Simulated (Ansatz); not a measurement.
## Fluorite CeO2

These are HSE06 in Ansatz (plane waves, PAW) values and carry that method's errors.

Numerical settings: plane-wave cutoff 460 eV, 8×8×8 k mesh, Fermi–Dirac smearing 0.01 eV, no spin polarisation, scalar-relativistic PAW data made under PBE.

Cell: relaxed at this level.

```
Quantity                                            Result
-------------------------------------------  -------------
volume per atom                              13.08 Å³/atom
bulk modulus                                       208 GPa
lattice constant a                                 5.394 Å
band gap                                           3.63 eV
smallest direct gap on the k points sampled        3.78 eV
Γ–Γ gap                                            4.78 eV
pressure derivative B′ of the bulk modulus             4.3
```

Measured, for comparison: band gap 3 eV (temperature not stated, no zero-point or thermal correction, O 2p to Ce 4f, our sources range from 3.00 to 3.20; as tabulated in Tran et al. (2019), arXiv:1908.01820); equilibrium volume per atom 13.06 Å³/atom, lattice constant a 5.391 Å (0 K, extrapolated to 0 K; as tabulated in Stimac et al. (2024), arXiv:2411.06536); bulk modulus 220 ± 9 GPa (room temperature, no zero-point or thermal correction, our sources range from 220 to 230; as tabulated in High Pressure Brillouin Spectroscopy and X-ray Diffraction of Cerium Dioxide …). Computed (rounded) less measured: equilibrium volume per atom +0.2 %, bulk modulus -5 % (-5 % to -10 % over the range), lattice constant a +0.1 %.

Spin–orbit coupling is not included.

The computed numbers hold no vibrational or temperature effects.

Cost on a shared machine: around 11 core-minutes (rough).

Ansatz is a program for electronic structure.
